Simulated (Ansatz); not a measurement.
Results of HSE06 (Ansatz, a quantum-chemistry and plane-wave program, plane waves, PAW) for Tl₄CdI₆ (P4/mnc, No. 128).

Run with plane-wave cutoff 460 eV, 4×4×4 k mesh, Fermi–Dirac smearing 0.01 eV, scalar-relativistic PAW data made under PBE.

Cell (measured lattice):

```cif
data_Cd2I12Tl8
_chemical_formula_sum 'Tl8 Cd2 I12'
_space_group_name_H-M_alt 'P4/mnc'
_space_group_IT_number 128
_space_group_name_Hall '-P 4 2n'
_cell_length_a 9.22880
_cell_length_b 9.22880
_cell_length_c 9.60540
_cell_angle_alpha 90.000
_cell_angle_beta 90.000
_cell_angle_gamma 90.000
loop_
_atom_site_label
_atom_site_type_symbol
_atom_site_symmetry_multiplicity
_atom_site_Wyckoff_symbol
_atom_site_fract_x
_atom_site_fract_y
_atom_site_fract_z
_atom_site_occupancy
Tl1 Tl 8 g 0.14660 0.35340 0.25000 1
Cd1 Cd 2 a 0.00000 0.00000 0.00000 1
I1 I 4 e 0.00000 0.00000 0.28900 1
I2 I 8 h 0.31570 0.14110 0.00000 1
```

Problem. Predict the band gap.

Solution. 
- band gap = 2.69 eV (on the SCF k mesh)

Measured, for comparison: band gap 2.83 eV (temperature not stated, no zero-point or thermal correction, detector crystals; as tabulated in Piasecki et al. (2022), doi:10.1039/d1ma01259b).

Note: cell and atoms aren't relaxed at this level (largest force component 0.10 eV/Å, pressure 0.8 GPa).

Spin–orbit coupling is not included; with these elements it can move the gap by several tenths of an eV or more.

Computed values are for the static lattice.
